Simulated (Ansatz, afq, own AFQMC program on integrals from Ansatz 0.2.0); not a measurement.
Atomization energy of SiGeH₂, singlet

```xyz
4

Si    0.0000    0.0746    1.5249
Ge    0.0000   -0.0064   -0.6402
H     0.0000   -0.3073    2.9682
H     0.0000   -1.3061    0.6773
```

Connectivity, by distances: SiH–Ge, 1 bridging H.

Atoms in their ground-state spins without spin–orbit coupling (mostly on UHF) minus the molecule (RHF), without zero-point energy. The geometry is a stationary point, not shown to be a minimum.

Basis cc-pVDZ. Noble-gas cores (and the filled d shells of Ga–Kr and In–Xe) are frozen. Integrals, coupled cluster, full CI and functionals: Ansatz 0.2.0; the random walks run on the same integrals in our own AFQMC program. ph-AFQMC/CISD is guided by a CISD state made of CCSD amplitudes; releasing the constraint for a short imaginary time cuts its bias at the price of noise, slowly where states lie close. Uncertainties: one standard error, sampling alone. No spin–orbit coupling. The errors of all members are added in quadrature.

No full CI on the walks' own integrals is used here; CCSDTQ serves as the reference and is uncertain by about the last step of the cluster series. Each member takes its own surest rung, up to full CI.

The best estimate is CCSD(T) at the basis-set limit (CBS: def2-TZVPP and def2-QZVPP, with their diffuse functions for anions and beside diffuse sets, CCSD(T) itself extrapolated) plus the step from CCSD(T) to CCSDTQ in cc-pVDZ. Rows without CBS are in cc-pVDZ, the functionals in def2-TZVP; B2PLYP and the wave-function rows carry a basis error of their own. Core correlation and relativity beyond core potentials are missing, and ± holds the sampling alone.

Cautions: inner d shell frozen; no relativity below Rb; no spin-orbit coupling; SiGeH₂ (singlet): restricted determinant unstable towards unrestricted (UHF 91 meV lower, ⟨S²⟩ 0.42), its ph-AFQMC/CISD value lies 20 ± 5 meV above CCSDTQ.

Best estimate: 9.316 eV.

| level | atomization energy (eV) | error against the best estimate (eV) |
| --- | --- | --- |
| HF | 5.341 | -3.975 |
| MP2 | 8.067 | -1.249 |
| CCSD | 7.949 | -1.367 |
| CCSD(T) | 8.203 | -1.113 |
| CCSDT | 8.218 | -1.098 |
| CCSDT(Q) | 8.242 | -1.074 |
| ph-AFQMC/CISD | 8.228 ± 0.005 | -1.088 ± 0.005 |
| released AFQMC | 8.242 ± 0.003 | -1.074 ± 0.003 |
| HF/CBS | 5.581 | -3.735 |
| MP2/CBS | 9.132 | -0.184 |
| CCSD(T)/CBS | 9.277 | -0.039 |
| PBE | 9.414 | 0.098 |
| r2SCAN | 9.409 | 0.093 |
| PBE0 | 9.116 | -0.200 |
| B3LYP | 9.144 | -0.172 |
| wB97M-V | 9.148 | -0.168 |
| B2PLYP | 9.029 | -0.287 |
| surest rungs in cc-pVDZ | 8.241 | -1.075 |

Correlation beyond CCSD(T) adds 0.039 eV. Going to the basis-set limit adds 1.075 eV at CCSD(T). The perturbative (T) step is worth +0.254 eV.

Best estimates are given only where the step beyond CCSD(T) is under 0.3 eV and no member's determinant is very poor (T1 over 0.05, or 0.07 for open shells, ⟨S²⟩ too high by 0.3, two states mixed), so the hardest cases are missing from such tables.

The functionals ran in a triple-zeta set and keep a basis error of their own, a few kJ/mol for each bond in atomization energies and more for double hybrids, so close places among them and the extrapolated levels can swap.

CCSDT and higher add their correlation energy to the determinant of the CCSD(T) run, since their own runs factorise the integrals more tightly (a shift of under 2 meV). Each member of a difference takes its own highest rung, so a best estimate needn't equal the limit plus the step of one row. A walk keeps the symmetry of its determinant, which the program's search chose and which needn't be the lowest solution, so a lower state of the same spin and another symmetry isn't excluded. Released energies are given only where the last usable release times agree within the noise; a slower fall can still hide under it.
